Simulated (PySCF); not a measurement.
# AlOF: singlet, from a bent start

Where does singlet AlOF go from a bent start, is the end point a minimum, and what are its modes, charges and moments?

Method: PBE, basis Al def2-TZVP, O def2-TZVP, F def2-TZVP, no relativity, density fitting; program: PySCF 2.14.0.

**1. The starting structure**

3 atoms, charge 0, spin multiplicity 1.

Bond lengths: Al1–O2 1.700 Å, Al1–F3 1.900 Å. Angles: O2–Al1–F3 110.0°.

Z-matrix (Å, degrees; charge 0 multiplicity 1):
```
Al
O  1 1.7000
F  1 1.9000 2 110.00
```

**2. Finding the electronic state**

The steps below are one call of a driver around PySCF. For each, scf.py gives the equivalent set-up of the SCF; relaxations use the driver's own optimiser. After this first run the driver tries any further starts and a stability analysis.

scf.py reads:

```python
from pyscf import gto, scf, dft
mol = gto.M(atom='''
Al     0.000000     0.000000     0.000000
O     -1.392600     0.000000     0.975100
F      1.556400     0.000000     1.089800''',
    basis={'Al': 'def2-TZVP', 'O': 'def2-TZVP', 'F': 'def2-TZVP'},
    charge=0, spin=0)
mf = dft.RKS(mol, xc='PBE')
mf.grids.atom_grid = (50, 194)
aux = {'Al': 'def2-universal-JKFIT', 'O': 'def2-universal-JKFIT', 'F': 'def2-universal-JKFIT'}
mf = mf.density_fit(auxbasis=aux)
mf.conv_tol = 1e-08
mf.diis_space = 10
mf.max_cycle = 60
mf.init_guess = 'minao'
mf.verbose = 4
mf.kernel()
```

Launch:

```bash
$ OMP_NUM_THREADS=2 python axn.py task.json out
```

The program printed:

```text
init E= -417.221771340652
  HOMO = -0.397081846941432  LUMO = -0.19033140849799  gap/eV = 5.62597
cycle= 1 E= -416.768396070344  delta_E= 0.453  |g|= 1.44  |ddm|= 1.92
  HOMO = -0.0605821361200597  LUMO = -0.0139314508642967  gap/eV = 1.26943
cycle= 2 E= -408.630896245194  delta_E= 8.14  |g|= 3.85  |ddm|=  3.6
  HOMO = -0.231326690037155  LUMO = -0.168360226769153  gap/eV = 1.71340
cycle= 3 E= -416.91141875909  delta_E= -8.28  |g|= 1.21  |ddm|= 3.32
  HOMO = -0.213189995321182  LUMO = -0.178539574963987  gap/eV = 0.94289
cycle= 4 E= -417.117536944979  delta_E= -0.206  |g|= 0.924  |ddm|= 1.21
  HOMO = -0.229494752897319  LUMO = -0.214253638175128  gap/eV = 0.41473
cycle= 5 E= -417.207342813186  delta_E= -0.0898  |g|= 0.449  |ddm|= 0.544
  HOMO = -0.246406502250415  LUMO = -0.214571265411376  gap/eV = 0.86628
cycle= 6 E= -417.269092818252  delta_E= -0.0618  |g|= 0.0651  |ddm|= 0.615
  HOMO = -0.243523925342583  LUMO = -0.219198670258132  gap/eV = 0.66192
cycle= 7 E= -417.270121898876  delta_E= -0.00103  |g|= 0.0516  |ddm|= 0.22
  HOMO = -0.243706964242426  LUMO = -0.218968170992202  gap/eV = 0.67318
cycle= 8 E= -417.271019068164  delta_E= -0.000897  |g|= 0.0138  |ddm|= 0.0757
  HOMO = -0.244220492084661  LUMO = -0.219286989978225  gap/eV = 0.67848
cycle= 9 E= -417.271066058991  delta_E= -4.7e-05  |g|= 0.00459  |ddm|= 0.00814
  HOMO = -0.244334493329998  LUMO = -0.219268594783983  gap/eV = 0.68208
cycle= 10 E= -417.271070336195  delta_E= -4.28e-06  |g|= 0.00242  |ddm|= 0.00305
  HOMO = -0.244415063737496  LUMO = -0.219270885879633  gap/eV = 0.68421
cycle= 11 E= -417.271071882136  delta_E= -1.55e-06  |g|= 0.000388  |ddm|= 0.00193
  HOMO = -0.244437192093123  LUMO = -0.219279166229747  gap/eV = 0.68458
cycle= 12 E= -417.271071921052  delta_E= -3.89e-08  |g|= 2.28e-05  |ddm|= 0.00033
  HOMO = -0.244436797789245  LUMO = -0.219278538440099  gap/eV = 0.68459
cycle= 13 E= -417.271071921144  delta_E= -9.2e-11  |g|= 7.69e-06  |ddm|= 2.33e-05
  HOMO = -0.244434237931636  LUMO = -0.219278340924637  gap/eV = 0.68453
Extra cycle  E= -417.271071920033  delta_E= 1.11e-09  |g|= 6.59e-05  |ddm|= 6.29e-05
converged SCF energy = -417.271071920033
```

This step, with its further starts and checks, took 2.7 s on 2 threads of Arm Neoverse V2, shared host.

No lower closed-shell solution turned up in the test of internal stability.

**3. Relaxation: bent start, singlet**

The program finds Cs symmetry in the start, which this walk keeps.

scf.py: that of step 2 with these lines changed.

```diff
@@ -3,3 +3,3 @@
-Al     0.000000     0.000000     0.000000
-O     -1.392600     0.000000     0.975100
-F      1.556400     0.000000     1.089800''',
+Al    -0.117703     0.000000    -0.585739
+O     -1.510303     0.000000     0.389361
+F      1.438697     0.000000     0.504061''',
@@ -15 +14,0 @@
-mf.init_guess = 'minao'
```

The optimiser's trace:

| step | energy (Eh) | change (kJ/mol) | largest symmetric gradient (Eh/bohr) |
| --- | --- | --- | --- |
| 0 | -417.271072 | 0.00 | 0.09129 |
| 1 | -417.308730 | -98.87 | 0.05166 |
| 2 | -417.323503 | -137.66 | 0.05554 |
| 3 | -417.329975 | -154.65 | 0.03029 |
| 4 | -417.331535 | -158.75 | 0.05211 |
| 5 | -417.334282 | -165.96 | 0.00530 |
| 6 | -417.334738 | -167.15 | 0.00664 |
| 7 | -417.334875 | -167.52 | 0.00329 |
| 8 | -417.334886 | -167.54 | 0.00029 |
| 9 | -417.334886 | -167.54 | 0.00007 |

The walk took 8.2 s.

After 9 steps and 167.5 kJ/mol it ends at C∞v: Al–F 1.651 Å, Al–O 1.613 Å; F–Al–O 179.9°.

**4. Hessian and properties**

The point is checked on the finer grid, and tightened if its gradient asks for it. The Hessian and the dipole derivatives come from central differences of analytic gradients, with steps of 0.02 bohr.

scf.py: that of step 3 with these lines changed.

```diff
@@ -3,3 +3,3 @@
-Al    -0.117703     0.000000    -0.585739
-O     -1.510303     0.000000     0.389361
-F      1.438697     0.000000     0.504061''',
+Al    -0.089936     0.000000    -0.002709
+O     -1.702574     0.000000    -0.051280
+F      1.561106    -0.000000     0.047020''',
@@ -9 +9 @@
-mf.grids.atom_grid = (50, 194)
+mf.grids.atom_grid = (75, 302)
@@ -12 +12 @@
-mf.conv_tol = 1e-08
+mf.conv_tol = 1e-10
```

This SCF starts from the last density.

SCF at the final geometry:

```text
init E= -417.33485172408
  HOMO = -0.24364183499971  LUMO = -0.139929650028506  gap/eV = 2.82215
cycle= 1 E= -417.334851724048  delta_E= 3.14e-11  |g|= 1.24e-05  |ddm|= 8.52e-06
  HOMO = -0.243646381661933  LUMO = -0.139930334420328  gap/eV = 2.82226
cycle= 2 E= -417.334851723339  delta_E= 7.1e-10  |g|= 5.91e-05  |ddm|= 4.03e-05
  HOMO = -0.243642612193841  LUMO = -0.139929755275297  gap/eV = 2.82217
cycle= 3 E= -417.334851724079  delta_E= -7.41e-10  |g|= 1.22e-07  |ddm|= 3.32e-05
  HOMO = -0.243642614989407  LUMO = -0.139929759963557  gap/eV = 2.82217
cycle= 4 E= -417.334851724079  delta_E= 3.41e-13  |g|= 4.24e-08  |ddm|= 6.37e-08
  HOMO = -0.243642611635497  LUMO = -0.139929760613036  gap/eV = 2.82217
Extra cycle  E= -417.334851724079  delta_E= -6.25e-13  |g|= 1.11e-07  |ddm|= 8.57e-08
converged SCF energy = -417.334851724079
```

The whole step took 13 s.

Geometry: C∞v; Al–F 1.652 Å, Al–O 1.613 Å; F–Al–O 180.0°.

Modes, for the most abundant isotopes:

```
symmetry  ω (cm⁻¹)  IR (km/mol)  μ (u)     type
       π       193          157  21.61     bend
      σ+       711         20.6  18.08  stretch
      σ+      1129         83.9  20.62  stretch
```

No imaginary mode, so this is a minimum.

Properties at this point:

* Dipole moment: 2.92 D
* Highest occupied level: -6.63 eV
* Lowest empty level: -3.81 eV
* Rotational constants: 0.1813 cm⁻¹
* Zero-point energy: 13.3 kJ/mol
* Principal polarisabilities: 27.8, 27.8, 36.1 bohr³
* Atomisation energy without zero-point energy: 1125 kJ/mol
* Principal traceless quadrupole moments about the centre of mass: -13.09, 6.55, 6.55 D Å
* Entropy at 298.15 K and 1 bar: 247.0 J/(mol K)
* Heat capacity Cp at 298.15 K: 49.0 J/(mol K)
* Enthalpy at 298.15 K above 0 K: 12.02 kJ/mol
* Rotational symmetry number: 1

Populations by atom (charges in e):

| atom | Mulliken | Löwdin | polar tensor | Mayer order to Al1 |
| --- | --- | --- | --- | --- |
| Al1 | 0.67 | 0.20 | 1.15 | – |
| O2 | -0.42 | -0.21 | -0.63 | 2.30 |
| F3 | -0.25 | 0.01 | -0.52 | 1.20 |

Outer orbital energies (eV). occupied: -29.85, -21.62, -12.27, -10.91, -10.91, -7.94, -6.63, -6.63; empty: -3.81, -1.18, -1.18, 1.66.

Mulliken populations on Al1: s 4.73, p 7.08, d 0.42, f 0.10.

**5. Would spin polarisation lower it?**

At the lowest minimum the closed shell is tested against spin polarisation, on the (50, 194) grid. It is stable.

**6. Outcome**

```
                                 quantity                                      value
                                  minimum                               singlet, C∞v
                                 geometry  Al–F 1.652 Å, Al–O 1.613 Å; F–Al–O 180.0°
                       wavenumbers (cm⁻¹)               193 (π), 711 (σ+), 1129 (σ+)
                            dipole moment                                     2.92 D
     highest occupied, lowest empty level                            -6.63, -3.81 eV
               polar-tensor charge of Al1                                    +1.15 e
                        zero-point energy                                13.3 kJ/mol
                      entropy at 298.15 K                            247.0 J/(mol K)
atomisation energy (no zero-point energy)                                1125 kJ/mol
```

What this shows: From Cs at the start the molecule goes to a C∞v minimum. In the infrared the band at 193 cm⁻¹ (π, bend) leads. Only this shape and spin were tried, so other structures or states may lie lower.

The search up to here took 25 s on 2 threads of Arm Neoverse V2, shared host.
